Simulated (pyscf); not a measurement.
Optimised with ωB97X-D3(BJ)/def2-SVP in PySCF.

H₂As–AlH–AsH₂ (SMILES [AsH2][AlH][AsH2]) + H₂ (SMILES [H][H]) -> H₂Al–AsH₂ (SMILES [AlH2][AsH2]) + AsH₃ (SMILES [AsH3])
Surface: singlet. Broken: Al–As, H–H. Formed: Al–H, As–H. Give ΔE‡ and ΔE from ωB97M-D3(BJ)/def2-TZVP, relative to the separated reactants.

ΔE‡ = 1.11 eV, ΔE = +0.41 eV. Zero-point energy shifts the barrier by +0.11 eV. It is a four-centre exchange, with an imaginary mode of 1200i cm⁻¹. On the product side the descent ends in a complex (not fully relaxed), 0.28 eV under the separated species and 0.82 eV under the saddle at ωB97X-D3(BJ)/def2-TZVP. At the saddle there is also a short Al–H contact that neither side keeps. This is the saddle that the search found; another between the same sides may lie lower. Elements up to Kr have no core potential and no relativistic terms here.
